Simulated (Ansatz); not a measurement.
Input file:

```yaml
crystal:
  periodic: [false, false, false]
  atoms:
    - {symbol: Ge, position_ang: [0.000000, -0.088448, 0.283117]}
    - {symbol: N, position_ang: [0.000000, 0.373533, -1.366190]}
    - {symbol: H, position_ang: [0.000000, 1.419768, 0.757148]}
    - {symbol: H, position_ang: [0.000000, -0.236230, -2.175657]}
basis:
  gaussian: {orbitals: cc-pVDZ}
magnetization: {spin_polarized: false, initial_magnetization: 1}
correlation: {method: ccsd_t, electrons: outside_noble_gas}
```

```sh
$ ansatz run in.yaml --threads 1 --pin off --events-out ev --progress --plain --max-ram 2393MiB
```

(1) Roughly how long does this take on 1 thread of Arm Neoverse V2, shared host, and how much host memory?

```
551 factors; integrals over basis functions are off by at most 1.1e-3 eV
mean field evaluation 1: about -57979.2283 eV, gradient 3.7e1 eV
mean field evaluation 2: about -57979.2310 eV, gradient 3.7e1 eV
mean field evaluation 4: about -57983.2146 eV, gradient 3.4e0 eV
mean field evaluation 8: about -57983.3569 eV, gradient 2.5e0 eV
mean field evaluation 16: about -57983.7369 eV, gradient 1.1e-3 eV
mean field evaluation 32: about -57983.2494 eV, gradient 1.9e0 eV
mean field evaluation 64: about -57983.7272 eV, gradient 6.3e-1 eV
mean field evaluation 96: about -57979.6662 eV, gradient 2.1e0 eV
mean field evaluation 128: about -57981.2711 eV, gradient 2.6e1 eV
mean field evaluation 160: about -57979.3290 eV, gradient 7.7e0 eV
mean field evaluation 192: about -57975.0631 eV, gradient 5.7e0 eV
mean field evaluation 224: about -57980.1291 eV, gradient 5.1e-2 eV
mean field evaluation 256: about -57976.7807 eV, gradient 4.2e-2 eV
mean field -57983.73691701 eV, -2130.8630289118 hartree, gradient 1.7e-6 eV, S^2 0.750000; 9 other end points of the search recorded, 0 dependent functions left out
mean field evaluation 288: about -57983.9301 eV, gradient 5.9e-1 eV
mean field evaluation 320: about -57982.6018 eV, gradient 6.3e0 eV
determinant -57983.73691701 eV, -2130.8630289118 hartree, with singles and doubles -57991.11697313 eV, -2131.1342409718 hartree
determinant -57983.03455561 eV, -2130.8372176062 hartree, with singles and doubles -57989.67149776 eV, -2131.0811207317 hartree
15 core orbitals not correlated: weight in the atoms' cores, before any rotation towards them, 0.995 or more for the frozen orbitals, at most 0.004 for the correlated occupied ones
reference -57983.73691701 eV, -2130.8630289118 hartree; 6, 5 occupied and 30, 31 virtual orbitals, 551 factors
second order -6.19543840 eV of doubles, -0.09802499 eV of singles
cycle   1  -7.37892858 eV  change    1.1e-3 eV  update   5.6e-3
cycle   2  -7.38368041 eV  change   -4.8e-3 eV  update   3.5e-3
cycle   3  -7.38563914 eV  change   -2.0e-3 eV  update   2.6e-3
cycle   4  -7.38832883 eV  change   -2.7e-3 eV  update   1.2e-3
cycle   5  -7.39117093 eV  change   -2.8e-3 eV  update   5.0e-4
cycle   6  -7.39222277 eV  change   -1.1e-3 eV  update   2.6e-4
cycle   7  -7.39232213 eV  change   -9.9e-5 eV  update   1.0e-4
cycle   8  -7.39236216 eV  change   -4.0e-5 eV  update   4.4e-5
cycle   9  -7.39238620 eV  change   -2.4e-5 eV  update   1.6e-5
cycle  10  -7.39239821 eV  change   -1.2e-5 eV  update   5.6e-6
cycle  11  -7.39240090 eV  change   -2.7e-6 eV  update   2.1e-6
perturbative correction -0.29081960 eV, -0.0106874233 hartree
Total energy: -57991.42013752 eV, -2131.1453820575 hartree
```

The T1 diagnostic is 0.083.

Results:

(1) 5 s wall and 0.12 GiB.
